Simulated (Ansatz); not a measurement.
C3H10N2 can be A, `CNCCN`, or B, `CNCNC`.

Isolated molecules relaxed with PBE0-D4/def2-TZVP in Ansatz; ΔE leaves out vibrations. CBS: MP2 limit from def2 TZ/QZ plus the TZ coupled-cluster correction, frozen cores. Functionals use def2-TZVPP. B3LYP here is the variant with VWN-RPA as its local correlation; programs differ in this. Each species was taken in one conformer, which may not be the lowest.

A:

Z-matrix (Å, degrees):
```
C
N 1 1.446
H 1 1.103 2 114.0
H 1 1.092 2 109.9 3 121.7
H 1 1.094 2 109.5 3 -120.3
C 2 1.448 1 113.6 3 55.2
H 2 1.013 1 109.7 3 -67.3
C 6 1.521 2 110.5 1 174.6
H 6 1.106 2 112.8 1 -62.0
H 6 1.097 2 107.7 1 55.3
N 8 1.451 6 115.2 2 -60.6
H 8 1.094 6 109.4 2 176.2
H 8 1.098 6 108.7 2 61.0
H 11 1.015 8 108.4 6 46.2
H 11 1.013 8 109.9 6 -69.4
```

B:

Z-matrix (Å, degrees):
```
C
N 1 1.449
H 1 1.092 2 109.3
H 1 1.097 2 114.3 3 -122.5
H 1 1.094 2 109.0 3 117.2
C 2 1.433 1 114.9 3 -179.6
H 2 1.012 1 111.0 3 53.6
N 6 1.456 2 114.8 1 -58.2
H 6 1.103 2 107.8 1 175.9
H 6 1.097 2 108.3 1 60.8
C 8 1.446 6 112.8 2 173.3
H 8 1.014 6 109.2 2 -64.5
H 11 1.092 8 109.9 6 176.8
H 11 1.103 8 114.3 6 55.1
H 11 1.094 8 109.4 6 -65.3
```

(1) Which is lower in electronic energy at CCSD(T)/CBS, and by how much? (An estimate is asked.)

(2) Give E(B) − E(A) in kJ/mol with CCSD/def2-TZVPP, PBE0-D4, B3LYP-D4, B2PLYP, r2SCAN-D4, B3LYP, ωB97M-V. (An estimate is asked.)

Largest T1 diagnostic: 0.009.

Results:

(1) The calculation gave: A, by 25.3 kJ/mol.

(2) The calculation gave: CCSD/def2-TZVPP 24.1, PBE0-D4 23.0, B3LYP-D4 20.8, B2PLYP 22.2, r2SCAN-D4 22.8, B3LYP 20.7, ωB97M-V 23.7. None reverses the order clearly.

In def2-TZVPP, CCSD(T) changes the Hartree–Fock value by +3.8 kJ/mol (the triples alone add +0.0 kJ/mol) and MP2 by +4.7 kJ/mol.
